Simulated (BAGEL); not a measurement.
# NSF3 (thiazyl trifluoride): RI-MP2/def2-SVPD (density fitting with qzvpp-jkfit)

What is the energy change on altering one bond length of NSF3 (thiazyl trifluoride) at RI-MP2/def2-SVPD (density fitting with qzvpp-jkfit)? 

Program for the calculation: BAGEL 1.2.2.

5 further runs of the same task are left out: 3 that didn't finish, 2 set aside as unsound or not needed.

### 1 Starting point

NSF3: 5 atoms, total charge 0, spin state singlet. As SMILES, `N#S(F)(F)F`. Geometry: relaxed at GFN2-xTB.

Bond lengths: N1–S2 1.414 Å, S2–F3 1.622 Å, S2–F4 1.623 Å, S2–F5 1.622 Å. Angles: N1–S2–F3 123.3°, N1–S2–F4 123.2°, N1–S2–F5 123.3°, F3–S2–F4 92.8°, F3–S2–F5 92.8°, F4–S2–F5 92.8°.

### 2 The energy at RI-MP2/def2-SVPD (density fitting with qzvpp-jkfit)

input.json

```json
{ "bagel" : [

{
  "title" : "molecule",
  "basis" : "def2-svpd.json",
  "df_basis" : "qzvpp-jkfit",
  "angstrom" : "true",
  "geometry" : [
    { "atom" : "N", "xyz" : [      -0.358080,      -0.004690,       1.626160 ] },
    { "atom" : "S", "xyz" : [      -0.053300,      -0.000320,       0.245520 ] },
    { "atom" : "F", "xyz" : [       1.060160,      -0.972240,      -0.423820 ] },
    { "atom" : "F", "xyz" : [      -1.148560,      -0.328830,      -0.906480 ] },
    { "atom" : "F", "xyz" : [       0.499780,       1.306070,      -0.541380 ] }
  ]
},

{
  "title" : "hf"
},

{
  "title" : "mp2",
  "ncore" : 9
}

]}
```

The basis set def2-SVPD is read from a file made from the Basis Set Exchange's data (not shown).

Command:

```console
$ BAGEL_NUM_THREADS=1 BAGEL input.json > input.out
```

Standard output:

```text
* using 1 threads per process

  ===============================================================
  ===============================================================

  *** Geometry ***

  { "atom" : "N", "xyz" : [     -0.676673,     -0.008863,      3.072997 ] },
  { "atom" : "S", "xyz" : [     -0.100722,     -0.000605,      0.463966 ] },
  { "atom" : "F", "xyz" : [      2.003412,     -1.837267,     -0.800904 ] },
  { "atom" : "F", "xyz" : [     -2.170464,     -0.621399,     -1.712999 ] },
  { "atom" : "F", "xyz" : [      0.944447,      2.468115,     -1.023060 ] },

  Number of auxiliary basis functions:      436

  Since a DF basis is specified, we compute 2- and 3-index integrals:
    o Being stored without compression. Storage requirement is 0.047 GB

  Number of basis functions:      116
  Number of electrons      :       50

    * METHOD: MOLECULE                             0.16

  *** RHF ***

  === Nuclear Repulsion ===
   274.9294779459

      * DIIS with orbital gradients will be used.

  === RHF iteration (def2-svpd.json) ===
      0       -749.23968865          0.02439709           0.07
      1       -749.47254496          0.01927094           0.06
      2       -749.68872848          0.00143104           0.06
      3       -749.69194022          0.00049329           0.06
      4       -749.69228733          0.00021293           0.06
      5       -749.69236410          0.00013985           0.06
      6       -749.69239053          0.00003773           0.07
      7       -749.69239373          0.00000692           0.06
      8       -749.69239383          0.00000216           0.06
      9       -749.69239383          0.00000096           0.06
     10       -749.69239383          0.00000025           0.07
     11       -749.69239383          0.00000004           0.06
     12       -749.69239383          0.00000002           0.06
     13       -749.69239383          0.00000001           0.07
    * SCF iteration converged.

    * Permanent dipole moment:
           (   -0.117860,    -0.002838,     0.523087) a.u.

    * METHOD: HF                                   1.01

  *** RHF ***

  === Nuclear Repulsion ===
   274.9294779459

      * DIIS with orbital gradients will be used.

  === RHF iteration (def2-svpd.json) ===
      0       -749.69239383          0.00000001           0.06
    * SCF iteration converged.

    * Permanent dipole moment:
           (   -0.117860,    -0.002838,     0.523088) a.u.

  === DF-MP2 calculation ===

    * freezing 9 orbitals
    * 3-index integral transformation done
    * assembly done

      MP2 correlation energy:   -0.9475963881      0.06

      MP2 total energy:       -750.6399902229

    * METHOD: MP2                                  0.20

  ===============================================================
```

It took 1.6 s on 1 thread of AMD EPYC 9R45 (Zen 5), shared host; peak memory 0.14 GiB.

### 3 The distorted shape, same level

input.json

```json
{ "bagel": [

{
  "title": "molecule",
  "basis": "def2-svpd.json",
  "df_basis": "qzvpp-jkfit",
  "angstrom": true,
  "geometry": [
    { "atom": "N", "xyz": [   -1.021777,   -1.572361,    2.570442 ] },
    { "atom": "S", "xyz": [   -0.716997,   -1.567991,    1.189802 ] },
    { "atom": "F", "xyz": [    0.396463,   -2.539911,    0.520462 ] },
    { "atom": "F", "xyz": [   -1.812257,   -1.896501,    0.037802 ] },
    { "atom": "F", "xyz": [    0.499780,    1.306070,   -0.541380 ] }
  ]
},
{
  "title": "hf"
},
{
  "title": "mp2",
  "ncore": 9
}

]}
```

The basis set def2-SVPD is read from a file made from the Basis Set Exchange's data (not shown).

Command:

```console
$ BAGEL_NUM_THREADS=1 BAGEL input.json > input.out
```

Standard output:

```text
* using 1 threads per process

  ===============================================================
  ===============================================================

  *** Geometry ***

  { "atom" : "N", "xyz" : [     -1.930879,     -2.971332,      4.857431 ] },
  { "atom" : "S", "xyz" : [     -1.354928,     -2.963074,      2.248400 ] },
  { "atom" : "F", "xyz" : [      0.749206,     -4.799736,      0.983531 ] },
  { "atom" : "F", "xyz" : [     -3.424669,     -3.583867,      0.071435 ] },
  { "atom" : "F", "xyz" : [      0.944447,      2.468115,     -1.023060 ] },

  Number of auxiliary basis functions:      436

  Since a DF basis is specified, we compute 2- and 3-index integrals:
    o Being stored without compression. Storage requirement is 0.047 GB

  Number of basis functions:      116
  Number of electrons      :       50

    * METHOD: MOLECULE                             0.16

  *** RHF ***

  === Nuclear Repulsion ===
   229.2362654875

      * DIIS with orbital gradients will be used.

  === RHF iteration (def2-svpd.json) ===
      0       -748.76586186          0.02679681           0.08
      1       -736.14957555          0.05602142           0.07
      2       -748.96202329          0.02215167           0.07
      3       -749.25999985          0.01252952           0.06
      4       -749.39730488          0.00571374           0.07
      5       -749.43253215          0.00132661           0.06
      6       -749.43823865          0.00172999           0.06
      7       -749.44215444          0.00086652           0.06
      8       -749.44456929          0.00075057           0.06
      9       -749.44591955          0.00020194           0.06
[... 14 lines of this table left out ...]
     24       -749.44609547          0.00000003           0.06
     25       -749.44609547          0.00000003           0.06
     26       -749.44609547          0.00000001           0.06
     27       -749.44609547          0.00000001           0.06
    * SCF iteration converged.

    * Permanent dipole moment:
           (    1.370713,     3.336498,    -1.825892) a.u.

    * METHOD: HF                                   1.96

  *** RHF ***

  === Nuclear Repulsion ===
   229.2362654875

      * DIIS with orbital gradients will be used.

  === RHF iteration (def2-svpd.json) ===
      0       -749.44609547          0.00000001           0.06
      1       -749.44609547          0.00000002           0.06
      2       -749.44609547          0.00000000           0.06
    * SCF iteration converged.

    * Permanent dipole moment:
           (    1.370713,     3.336499,    -1.825893) a.u.

  === DF-MP2 calculation ===

    * freezing 9 orbitals
    * 3-index integral transformation done
    * assembly done

      MP2 correlation energy:   -1.0241683877      0.06

      MP2 total energy:       -750.4702638577

    * METHOD: MP2                                  0.31

  ===============================================================
```

It took 2.6 s on 1 thread of AMD EPYC 9R45 (Zen 5), shared host; peak memory 0.14 GiB.

### 4 Outcome

Level: RI-MP2/def2-SVPD (density fitting with qzvpp-jkfit), 9 core orbitals frozen.

| quantity | value |
| --- | --- |
| first shape: total energy | -750.63999 Eh |
| first shape: correlation energy (9 core orbitals frozen) | -947.6 mEh |
| distorted shape: total energy | -750.47026 Eh |
| distorted shape: correlation energy (9 core orbitals frozen) | -1024.2 mEh |
| energy change with the S2–F5 bond stretched from 1.622 to 3.569 Å | 4.618 eV |

In words: One bond (distorted shape) is far stretched, which a spin-restricted single reference describes badly; perturbation theory on it can break down and give far too much correlation. With the S2–F5 bond stretched from 1.622 to 3.569 Å the energy rises by 4.62 eV (107 kcal/mol). The first shape isn't relaxed at this level, so the change isn't measured from a minimum. A restricted reference can't describe the breaking bond well at this length.
